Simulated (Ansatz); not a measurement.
Breaking a bond: LiH, singlet.

Computed with full CI/cc-pVDZ, frozen core (Ansatz, a first-principles code).

Problem. Relative to R = 1.60 Å, what are the energies at R = 1.76, 1.86, 2.61, 3.96 Å?

Solution. 4.9 kJ/mol at 1.76 Å, 13.0 kJ/mol at 1.86 Å, 109.6 kJ/mol at 2.61 Å, 206.2 kJ/mol at 3.96 Å.
